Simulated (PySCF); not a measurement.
# F, F⁺, F²⁺: ionisation energies in x2c-TZVPPall, part 1 of 3

Aim: the ionisation energy of fluorine from differences of total energies, at each level of theory, and how far each lands from the tabulated value where there is one.

Method: unrestricted determinants in a Gaussian basis, no spin-orbit coupling in the energies. Code: PySCF 2.14.0.

### 1 Starting point

```
Element                                   : fluorine (Z = 9)
Basis                                     : x2c-TZVPPall (5s3p2d1f, 31 functions)
Hamiltonian                               : the spin-free X2C one-electron Hamiltonian (Gaussian nucleus)
State 1                                   : F: [He] 2s2 2p5, 2P determinant
State 2                                   : F⁺: [He] 2s2 2p4, high-spin 3P determinant
State 3                                   : F²⁺: [He] 2s2 2p3, high-spin 4S determinant
Methods                                   : UHF, LDA, PBE, PBE0, r2SCAN, BHandHLYP, B97-3, wB97M-V, HSE06, ROHF, MP2
Core shells frozen in the correlated runs : valence: 1s2; valence and next inner shell: nothing (for F)
```

Outer shells as boxes (Hund's rule):

F [He] 2s2 2p5
```
[He] core
2s [↑↓]
2p [↑↓][↑↓][↑ ]
```

F+ [He] 2s2 2p4
```
[He] core
2s [↑↓]
2p [↑↓][↑ ][↑ ]
```

F2+ [He] 2s2 2p3
```
[He] core
2s [↑↓]
2p [↑ ][↑ ][↑ ]
```

One driver process ran all states and methods and kept the integrals in memory. Each run is shown as a PySCF script that sums up its settings (the driver passes frozen orbitals as a list and adds second-order terms of double hybrids); the logs are those of the runs themselves. The driver starts from symmetry-adapted Hartree-Fock orbitals, holds the occupation by maximum overlap and uses a logarithmic radial grid for functionals, so a plain start would take other cycles.

The integrals over 31 functions and the set-up took 0.07 s of CPU time.

### 2 F: the ladder of methods

**UHF**

input.py reads:

```python
from pyscf import gto, scf, dft, mp, cc
import basis_set_exchange as bse
mol = gto.M(atom="F 0 0 0", charge=0, spin=1, symmetry="D2h",
            basis=gto.basis.parse(bse.get_basis("x2c-TZVPPall", elements=["F"], fmt="nwchem")),
            nucmod="G")
mf = scf.UHF(mol).sfx2c1e()
mf.irrep_nelec = {'Ag': (2, 2), 'B1u': (1, 1), 'B2u': (1, 1), 'B3u': (1, 0)}
mf.kernel()
```

Standard output:

```text
damping factor = 0
level_shift factor = 0
DIIS = <class 'pyscf.scf.diis.CDIIS'>
diis_start_cycle = 1
diis_space = 10
diis_damp = 0
SCF conv_tol = 1e-09
SCF conv_tol_grad = None
number electrons alpha = 5  beta = 4
cycle= 1 E= -99.4986443388545  delta_E= -0.0043  |g|= 0.0288  |ddm|= 0.0244
cycle= 2 E= -99.4988457594281  delta_E= -0.000201  |g|= 0.00659  |ddm|= 0.00622
cycle= 3 E= -99.498858749596  delta_E= -1.3e-05  |g|= 0.000543  |ddm|= 0.00243
cycle= 4 E= -99.4988590009938  delta_E= -2.51e-07  |g|= 0.000263  |ddm|= 0.000492
cycle= 5 E= -99.4988590582473  delta_E= -5.73e-08  |g|= 0.000101  |ddm|= 0.000255
cycle= 6 E= -99.4988590665794  delta_E= -8.33e-09  |g|= 1.67e-05  |ddm|= 0.000123
cycle= 7 E= -99.4988590667986  delta_E= -2.19e-10  |g|= 2.37e-06  |ddm|= 1.74e-05
converged SCF energy = -99.4988590667986  <S^2> = 0.75366999  2S+1 = 2.0036666
```

CPU time 0.2 s on a shared host, the integrals not counted.

The occupied shells:

| shell | electrons | mean orbital energy (eV) | spread (eV) | rms radius (bohr) |
| --- | --- | --- | --- | --- |
| 1s α | 1 | -719.20 | 0 | 0.204 |
| 1s β | 1 | -717.89 | 0 | 0.204 |
| 2s α | 1 | -45.548 | 0 | 1.10 |
| 2s β | 1 | -40.241 | 0 | 1.10 |
| 2p α | 3 | -20.883 | 3.083 | 1.24 |
| 2p β | 2 | -18.455 | 0 | 1.24 |

⟨S²⟩ = 0.754, ⟨L²⟩ = 2.01.

Spin-orbit constants on these orbitals (cm⁻¹; bare nucleus, screened nucleus, mean field): 2p 413.4, 321.5, 280.9. To first order in LS coupling the lowest level has J = 3/2 and lies 0.0174 eV below the centre of the term.

**LDA**

input.py, as changed from the run before:

```diff
@@ -5,3 +5,3 @@
             nucmod="G")
-mf = scf.UHF(mol).sfx2c1e()
+mf = dft.UKS(mol, xc="LDA,VWN").sfx2c1e()
 mf.irrep_nelec = {'Ag': (2, 2), 'B1u': (1, 1), 'B2u': (1, 1), 'B3u': (1, 0)}
```

Standard output:

```text
damping factor = 0
level_shift factor = 0
DIIS = <class 'pyscf.scf.diis.CDIIS'>
diis_start_cycle = 1
diis_space = 10
diis_damp = 0
SCF conv_tol = 1e-09
SCF conv_tol_grad = None
number electrons alpha = 5  beta = 4
XC functionals = LDA,VWN
    P. A. M. Dirac.,  Math. Proc. Cambridge Philos. Soc. 26, 376 (1930)
    F. Bloch.,  Z. Phys. 57, 545 (1929)
    S. H. Vosko, L. Wilk, and M. Nusair.,  Can. J. Phys. 58, 1200 (1980)
cycle= 1 E= -99.192997570951  delta_E= -0.0106  |g|= 0.0523  |ddm|= 0.149
cycle= 2 E= -99.1925845042643  delta_E= 0.000413  |g|= 0.0656  |ddm|= 0.0515
cycle= 3 E= -99.1937263837677  delta_E= -0.00114  |g|= 0.000927  |ddm|= 0.027
cycle= 4 E= -99.1937265685996  delta_E= -1.85e-07  |g|= 0.000156  |ddm|= 0.000407
cycle= 5 E= -99.193726576947  delta_E= -8.35e-09  |g|= 1.88e-05  |ddm|= 9.36e-05
cycle= 6 E= -99.1937265770848  delta_E= -1.38e-10  |g|= 3.11e-07  |ddm|= 1.25e-05
converged SCF energy = -99.1937265770848  <S^2> = 0.75117338  2S+1 = 2.001173
```

It used 0.11 s of CPU time after the integrals (shared host).

**PBE**

input.py, as changed from the run before:

```diff
@@ -5,3 +5,3 @@
             nucmod="G")
-mf = dft.UKS(mol, xc="LDA,VWN").sfx2c1e()
+mf = dft.UKS(mol, xc="PBE").sfx2c1e()
 mf.irrep_nelec = {'Ag': (2, 2), 'B1u': (1, 1), 'B2u': (1, 1), 'B3u': (1, 0)}
```

Standard output:

```text
damping factor = 0
level_shift factor = 0
DIIS = <class 'pyscf.scf.diis.CDIIS'>
diis_start_cycle = 1
diis_space = 10
diis_damp = 0
SCF conv_tol = 1e-09
SCF conv_tol_grad = None
number electrons alpha = 5  beta = 4
XC functionals = PBE
    J. P. Perdew, K. Burke, and M. Ernzerhof.,  Phys. Rev. Lett. 77, 3865 (1996)
    J. P. Perdew, K. Burke, and M. Ernzerhof.,  Phys. Rev. Lett. 78, 1396 (1997)
    J. P. Perdew, K. Burke, and M. Ernzerhof.,  Phys. Rev. Lett. 77, 3865 (1996)
    J. P. Perdew, K. Burke, and M. Ernzerhof.,  Phys. Rev. Lett. 78, 1396 (1997)
cycle= 1 E= -99.7577984285602  delta_E= -0.00775  |g|= 0.0271  |ddm|= 0.125
cycle= 2 E= -99.7577064445  delta_E= 9.2e-05  |g|= 0.0363  |ddm|= 0.0323
cycle= 3 E= -99.7580709909465  delta_E= -0.000365  |g|= 0.00164  |ddm|= 0.0147
cycle= 4 E= -99.7580719241868  delta_E= -9.33e-07  |g|= 0.00021  |ddm|= 0.00104
cycle= 5 E= -99.7580719405544  delta_E= -1.64e-08  |g|= 1.05e-05  |ddm|= 0.000125
cycle= 6 E= -99.7580719406176  delta_E= -6.31e-11  |g|= 1.2e-06  |ddm|= 9.44e-06
converged SCF energy = -99.7580719406176  <S^2> = 0.75126505  2S+1 = 2.0012647
```

It used 0.16 s of CPU time after the integrals (shared host).

**PBE0**

input.py, as changed from the run before:

```diff
@@ -5,3 +5,3 @@
             nucmod="G")
-mf = dft.UKS(mol, xc="PBE").sfx2c1e()
+mf = dft.UKS(mol, xc="PBE0").sfx2c1e()
 mf.irrep_nelec = {'Ag': (2, 2), 'B1u': (1, 1), 'B2u': (1, 1), 'B3u': (1, 0)}
```

Standard output:

```text
damping factor = 0
level_shift factor = 0
DIIS = <class 'pyscf.scf.diis.CDIIS'>
diis_start_cycle = 1
diis_space = 10
diis_damp = 0
SCF conv_tol = 1e-09
SCF conv_tol_grad = None
number electrons alpha = 5  beta = 4
XC functionals = PBE0
    C. Adamo and V. Barone.,  J. Chem. Phys. 110, 6158 (1999)
    M. Ernzerhof and G. E. Scuseria.,  J. Chem. Phys. 110, 5029 (1999)
cycle= 1 E= -99.7645341908506  delta_E= -0.00519  |g|= 0.0139  |ddm|= 0.0767
cycle= 2 E= -99.7645762460605  delta_E= -4.21e-05  |g|= 0.00783  |ddm|= 0.00822
cycle= 3 E= -99.7645906596096  delta_E= -1.44e-05  |g|= 0.00299  |ddm|= 0.00426
cycle= 4 E= -99.7645932368837  delta_E= -2.58e-06  |g|= 0.000184  |ddm|= 0.00132
cycle= 5 E= -99.764593262965  delta_E= -2.61e-08  |g|= 2.95e-05  |ddm|= 0.000194
cycle= 6 E= -99.7645932635029  delta_E= -5.38e-10  |g|= 6.61e-07  |ddm|= 2.93e-05
converged SCF energy = -99.7645932635029  <S^2> = 0.75163507  2S+1 = 2.0016344
```

It used 0.17 s of CPU time after the integrals (shared host).

**r2SCAN**

input.py, as changed from the run before:

```diff
@@ -5,3 +5,3 @@
             nucmod="G")
-mf = dft.UKS(mol, xc="PBE0").sfx2c1e()
+mf = dft.UKS(mol, xc="R2SCAN").sfx2c1e()
 mf.irrep_nelec = {'Ag': (2, 2), 'B1u': (1, 1), 'B2u': (1, 1), 'B3u': (1, 0)}
```

Standard output:

```text
damping factor = 0
level_shift factor = 0
DIIS = <class 'pyscf.scf.diis.CDIIS'>
diis_start_cycle = 1
diis_space = 10
diis_damp = 0
SCF conv_tol = 1e-09
SCF conv_tol_grad = None
number electrons alpha = 5  beta = 4
XC functionals = R2SCAN
    J. W. Furness, A. D. Kaplan, J. Ning, J. P. Perdew, and J. Sun.,  J. Phys. Chem. Lett. 11, 8208-8215 (2020)
    J. W. Furness, A. D. Kaplan, J. Ning, J. P. Perdew, and J. Sun.,  J. Phys. Chem. Lett. 11, 9248-9248 (2020)
    J. W. Furness, A. D. Kaplan, J. Ning, J. P. Perdew, and J. Sun.,  J. Phys. Chem. Lett. 11, 8208-8215 (2020)
    J. W. Furness, A. D. Kaplan, J. Ning, J. P. Perdew, and J. Sun.,  J. Phys. Chem. Lett. 11, 9248-9248 (2020)
cycle= 1 E= -99.8156840934678  delta_E= -0.00593  |g|= 0.013  |ddm|= 0.0788
cycle= 2 E= -99.8157239306466  delta_E= -3.98e-05  |g|= 0.00293  |ddm|= 0.0051
cycle= 3 E= -99.8157247829587  delta_E= -8.52e-07  |g|= 0.00276  |ddm|= 0.00236
cycle= 4 E= -99.815726798603  delta_E= -2.02e-06  |g|= 0.000148  |ddm|= 0.00114
cycle= 5 E= -99.8157268159097  delta_E= -1.73e-08  |g|= 2.34e-05  |ddm|= 0.000166
cycle= 6 E= -99.8157268163589  delta_E= -4.49e-10  |g|= 1.21e-06  |ddm|= 3.07e-05
converged SCF energy = -99.8157268163589  <S^2> = 0.75221294  2S+1 = 2.0022117
```

It used 0.34 s of CPU time after the integrals (shared host).

**BHandHLYP**

input.py, as changed from the run before:

```diff
@@ -5,3 +5,3 @@
             nucmod="G")
-mf = dft.UKS(mol, xc="R2SCAN").sfx2c1e()
+mf = dft.UKS(mol, xc="BHANDHLYP").sfx2c1e()
 mf.irrep_nelec = {'Ag': (2, 2), 'B1u': (1, 1), 'B2u': (1, 1), 'B3u': (1, 0)}
```

Standard output:

```text
damping factor = 0
level_shift factor = 0
DIIS = <class 'pyscf.scf.diis.CDIIS'>
diis_start_cycle = 1
diis_space = 10
diis_damp = 0
SCF conv_tol = 1e-09
SCF conv_tol_grad = None
number electrons alpha = 5  beta = 4
XC functionals = BHANDHLYP
    A. D. Becke.,  J. Chem. Phys. 98, 1372 (1993)
    Defined through Gaussian implementation.
cycle= 1 E= -99.8328043074188  delta_E= -0.00455  |g|= 0.0162  |ddm|= 0.0631
cycle= 2 E= -99.8328658639904  delta_E= -6.16e-05  |g|= 0.00459  |ddm|= 0.00632
cycle= 3 E= -99.8328707553403  delta_E= -4.89e-06  |g|= 0.00285  |ddm|= 0.00294
cycle= 4 E= -99.8328729767432  delta_E= -2.22e-06  |g|= 0.000288  |ddm|= 0.00118
cycle= 5 E= -99.8328730512115  delta_E= -7.45e-08  |g|= 3.76e-05  |ddm|= 0.000346
cycle= 6 E= -99.8328730522811  delta_E= -1.07e-09  |g|= 2.12e-06  |ddm|= 4.4e-05
cycle= 7 E= -99.8328730522845  delta_E= -3.38e-12  |g|= 3.18e-07  |ddm|= 2.24e-06
converged SCF energy = -99.8328730522845  <S^2> = 0.75202041  2S+1 = 2.0020194
```

It used 0.19 s of CPU time after the integrals (shared host).

**B97-3**

input.py, as changed from the run before:

```diff
@@ -5,3 +5,3 @@
             nucmod="G")
-mf = dft.UKS(mol, xc="BHANDHLYP").sfx2c1e()
+mf = dft.UKS(mol, xc="HYB_GGA_XC_B97_3").sfx2c1e()
 mf.irrep_nelec = {'Ag': (2, 2), 'B1u': (1, 1), 'B2u': (1, 1), 'B3u': (1, 0)}
```

Standard output:

```text
damping factor = 0
level_shift factor = 0
DIIS = <class 'pyscf.scf.diis.CDIIS'>
diis_start_cycle = 1
diis_space = 10
diis_damp = 0
SCF conv_tol = 1e-09
SCF conv_tol_grad = None
number electrons alpha = 5  beta = 4
XC functionals = HYB_GGA_XC_B97_3
    T. W. Keal and D. J. Tozer.,  J. Chem. Phys. 123, 121103 (2005)
cycle= 1 E= -99.8289290944563  delta_E= -0.00452  |g|= 0.0108  |ddm|= 0.0712
cycle= 2 E= -99.8289575888414  delta_E= -2.85e-05  |g|= 0.00148  |ddm|= 0.00406
cycle= 3 E= -99.8289585688021  delta_E= -9.8e-07  |g|= 0.000364  |ddm|= 0.000996
cycle= 4 E= -99.8289586077347  delta_E= -3.89e-08  |g|= 0.000247  |ddm|= 0.00027
cycle= 5 E= -99.8289586251069  delta_E= -1.74e-08  |g|= 1.49e-05  |ddm|= 0.000109
cycle= 6 E= -99.8289586252296  delta_E= -1.23e-10  |g|= 1.13e-06  |ddm|= 1.32e-05
converged SCF energy = -99.8289586252296  <S^2> = 0.75165583  2S+1 = 2.0016551
```

CPU time 0.17 s on a shared host, the integrals not counted.

**wB97M-V**

input.py, as changed from the run before:

```diff
@@ -5,3 +5,3 @@
             nucmod="G")
-mf = dft.UKS(mol, xc="HYB_GGA_XC_B97_3").sfx2c1e()
+mf = dft.UKS(mol, xc="WB97M_V").sfx2c1e()
 mf.irrep_nelec = {'Ag': (2, 2), 'B1u': (1, 1), 'B2u': (1, 1), 'B3u': (1, 0)}
```

Standard output:

```text
damping factor = 0
level_shift factor = 0
DIIS = <class 'pyscf.scf.diis.CDIIS'>
diis_start_cycle = 1
diis_space = 10
diis_damp = 0
SCF conv_tol = 1e-09
SCF conv_tol_grad = None
number electrons alpha = 5  beta = 4
XC functionals = WB97M_V
    N. Mardirossian and M. Head-Gordon.,  J. Chem. Phys. 144, 214110 (2016)
NLC functional = WB97M_V
cycle= 1 E= -99.8323154775582  delta_E= -0.00493  |g|= 0.0176  |ddm|= 0.0858
cycle= 2 E= -99.8323765791948  delta_E= -6.11e-05  |g|= 0.0067  |ddm|= 0.00822
cycle= 3 E= -99.8323870018899  delta_E= -1.04e-05  |g|= 0.00274  |ddm|= 0.00351
cycle= 4 E= -99.8323889833777  delta_E= -1.98e-06  |g|= 0.000241  |ddm|= 0.0011
cycle= 5 E= -99.832389029355  delta_E= -4.6e-08  |g|= 2.79e-05  |ddm|= 0.000255
cycle= 6 E= -99.832389029933  delta_E= -5.78e-10  |g|= 2.64e-06  |ddm|= 3.05e-05
converged SCF energy = -99.832389029933  <S^2> = 0.75164975  2S+1 = 2.0016491
```

CPU time 0.54 s on a shared host, the integrals not counted.

**HSE06**

input.py, as changed from the run before:

```diff
@@ -5,3 +5,3 @@
             nucmod="G")
-mf = dft.UKS(mol, xc="WB97M_V").sfx2c1e()
+mf = dft.UKS(mol, xc="HSE06").sfx2c1e()
 mf.irrep_nelec = {'Ag': (2, 2), 'B1u': (1, 1), 'B2u': (1, 1), 'B3u': (1, 0)}
```

Standard output:

```text
damping factor = 0
level_shift factor = 0
DIIS = <class 'pyscf.scf.diis.CDIIS'>
diis_start_cycle = 1
diis_space = 10
diis_damp = 0
SCF conv_tol = 1e-09
SCF conv_tol_grad = None
number electrons alpha = 5  beta = 4
XC functionals = HSE06
    J. Heyd, G. E. Scuseria, and M. Ernzerhof.,  J. Chem. Phys. 118, 8207 (2003)
    J. Heyd, G. E. Scuseria, and M. Ernzerhof.,  J. Chem. Phys. 124, 219906 (2006)
    A. V. Krukau, O. A. Vydrov, A. F. Izmaylov, and G. E. Scuseria.,  J. Chem. Phys. 125, 224106 (2006)
cycle= 1 E= -99.7744769163129  delta_E= -0.00549  |g|= 0.0135  |ddm|= 0.0817
cycle= 2 E= -99.7745164907207  delta_E= -3.96e-05  |g|= 0.00825  |ddm|= 0.00899
cycle= 3 E= -99.7745336002627  delta_E= -1.71e-05  |g|= 0.00307  |ddm|= 0.00453
cycle= 4 E= -99.774535394483  delta_E= -1.79e-06  |g|= 0.000186  |ddm|= 0.00132
cycle= 5 E= -99.7745354165453  delta_E= -2.21e-08  |g|= 2.92e-05  |ddm|= 0.000172
cycle= 6 E= -99.7745354170515  delta_E= -5.06e-10  |g|= 6.2e-07  |ddm|= 2.8e-05
converged SCF energy = -99.7745354170515  <S^2> = 0.75161025  2S+1 = 2.0016096
```

CPU time 0.31 s on a shared host, the integrals not counted.

### 3 F, continued

**ROHF**

Standard output:

```text
damping factor = 0
level_shift factor = 0
DIIS = <class 'pyscf.scf.diis.CDIIS'>
diis_start_cycle = 1
diis_space = 10
diis_damp = 0
SCF conv_tol = 1e-09
SCF conv_tol_grad = None
irrep_nelec {'Ag': (2, 2), 'B1g': (0, 0), 'B2g': (0, 0), 'B3g': (0, 0), 'Au': (0, 0), 'B1u': (1, 1), 'B2u': (1, 1), 'B3u': (1, 0)}
HOMO (B3u) = -0.356478030660049  LUMO (Ag) = 0.637196822631921
cycle= 1 E= -99.494212023197  delta_E= 0.00465  |g|= 0.00779  |ddm|= 0.0534
HOMO (B3u) = -0.356584006835928  LUMO (Ag) = 0.638401276221813
cycle= 2 E= -99.4942322953172  delta_E= -2.03e-05  |g|= 0.0021  |ddm|= 0.00567
HOMO (B3u) = -0.357638596115046  LUMO (Ag) = 0.638155834916219
cycle= 3 E= -99.4942332723605  delta_E= -9.77e-07  |g|= 0.000695  |ddm|= 0.00104
HOMO (B3u) = -0.357180619774796  LUMO (Ag) = 0.638268420530622
cycle= 4 E= -99.4942333806459  delta_E= -1.08e-07  |g|= 0.000159  |ddm|= 0.000299
HOMO (B3u) = -0.357212232486822  LUMO (Ag) = 0.638267941419159
cycle= 5 E= -99.4942333866034  delta_E= -5.96e-09  |g|= 1.48e-05  |ddm|= 7.25e-05
HOMO (B3u) = -0.35721816968171  LUMO (Ag) = 0.63826709247477
cycle= 6 E= -99.4942333866613  delta_E= -5.79e-11  |g|= 2.05e-06  |ddm|= 7.99e-06
converged SCF energy = -99.4942333866613
```

It used 0.03 s of CPU time after the integrals (shared host).

Restricted open-shell Hartree-Fock on the same occupation, started from the unrestricted density.

**MP2 (valence)**

Changes to input.py since step 2:

```diff
@@ -5,4 +5,5 @@
             nucmod="G")
-mf = dft.UKS(mol, xc="HSE06").sfx2c1e()
+mf = scf.UHF(mol).sfx2c1e()
 mf.irrep_nelec = {'Ag': (2, 2), 'B1u': (1, 1), 'B2u': (1, 1), 'B3u': (1, 0)}
 mf.kernel()
+mp.UMP2(mf, frozen=1).kernel()
```

This step left no log, only its results.

CPU time 0.01 s on a shared host, the integrals not counted.

With 7 electrons correlated, the MP2 correlation energy is -0.19799 hartree (-0.04794 same spin, -0.15005 opposite spin); the SCS form gives -0.19604. Largest pairs of shells: 2p-2p -0.1220, 2s-2p -0.0661, 2s-2s -0.0099.

**MP2 (valence and next inner shell)**

input.py, as changed from the run before:

```diff
@@ -8,2 +8,2 @@
 mf.kernel()
-mp.UMP2(mf, frozen=1).kernel()
+mp.UMP2(mf, frozen=0).kernel()
```

The driver printed no log here.

CPU time 0.01 s on a shared host, the integrals not counted.

With 9 electrons correlated, the MP2 correlation energy is -0.21669 hartree (-0.05011 same spin, -0.16658 opposite spin); the SCS form gives -0.21659. Largest pairs of shells: 2p-2p -0.1220, 2s-2p -0.0661, 1s-1s -0.0120, 2s-2s -0.0099, 1s-2p -0.0046.

Radial density 4πr²ρ of F at UHF:

| r (bohr) | density | spin density |
| --- | --- | --- |
| 0.00240 | 0.0331 | 0.000 |
| 0.00403 | 0.0902 | 0.000 |
| 0.00678 | 0.238 | 0.000 |
| 0.0114 | 0.614 | 0.000 |
| 0.0192 | 1.50 | 0.000 |
| 0.0323 | 3.33 | 0.001 |
| 0.0543 | 6.33 | 0.004 |
| 0.0913 | 9.28 | 0.018 |
| 0.154 | 8.97 | 0.077 |
| 0.258 | 5.18 | 0.279 |
| 0.434 | 4.47 | 0.692 |
| 0.731 | 6.25 | 0.937 |
| 1.23 | 3.93 | 0.537 |
| 2.07 | 0.847 | 0.089 |
| 3.48 | 0.0484 | 0.003 |
| 5.85 | 2.40e-05 | 0.000 |

(Continued in part 2 of 3.)
